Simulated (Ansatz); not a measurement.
# CH5BO: the cost of one run

The runs use Ansatz 0.2.0, Gaussian basis; PBE0-D4, def2-SVP first, then def2-TZVP.

114 further runs of the same task are left out: 114 set aside as unsound or not needed.

## Step 1: The starting structure

The guess: 8 atoms, charge 0, spin multiplicity 1.

Atoms are counted from 1 here; the program's logs count them from 0.

Bond lengths: B1–O3 1.270 Å, B1–H4 1.272 Å, B1–C5 1.572 Å, C5–H6 1.086 Å, C5–H7 1.087 Å, C5–H8 1.087 Å. Angles: O3–B1–H4 60.8°, O3–B1–C5 142.7°, H4–B1–C5 156.4°, B1–C5–H6 111.2°, B1–C5–H7 111.6°, B1–C5–H8 110.9°, H6–C5–H7 108.1°, H6–C5–H8 107.8°, H7–C5–H8 107.2°.

Geometry (Å):

```
B     0.1733   -0.3657   -0.4349
H     0.1187    0.5258   -1.6631
O     0.5381   -1.4667   -0.9510
H     0.3657   -0.4278   -1.6910
C    -0.2214    0.3065    0.9305
H    -0.0737   -0.3773    1.7616
H     0.3663    1.2005    1.1206
H    -1.2669    0.6048    0.9272
```

Distances that are to change: H2–H4 0.99 Å, B1–H2 1.52 Å, O3–H4 1.29 Å.

## Step 2: Constrained relaxation of the guess

hold/in.yaml

```yaml
crystal:
  periodic: [false, false, false]
  atoms:
    - {symbol: B, position_ang: [0.173300, -0.365700, -0.434900]}
    - {symbol: H, position_ang: [0.118700, 0.525800, -1.663100]}
    - {symbol: O, position_ang: [0.538100, -1.466700, -0.951000]}
    - {symbol: H, position_ang: [0.365700, -0.427800, -1.691000]}
    - {symbol: C, position_ang: [-0.221400, 0.306500, 0.930500]}
    - {symbol: H, position_ang: [-0.073700, -0.377300, 1.761600]}
    - {symbol: H, position_ang: [0.366300, 1.200500, 1.120600]}
    - {symbol: H, position_ang: [-1.266900, 0.604800, 0.927200]}
basis:
  gaussian: {orbitals: def2-SVP}
hamiltonian: {xc: pbe0, dispersion: d4}
relax: {f_tol: 0.08, max_steps: 120, escape_saddle: false, constraints: [{distance: [1, 3]}, {distance: [0, 1]}, {distance: [2, 3]}]}
```

On the command line:

```bash
$ ansatz run in.yaml --threads 2 --pin off --events-out ev --progress --plain --max-ram 4352MiB
```

**Question.** How long does this run take on 2 threads of Arm Neoverse V2, shared host?

About 3.2 s.
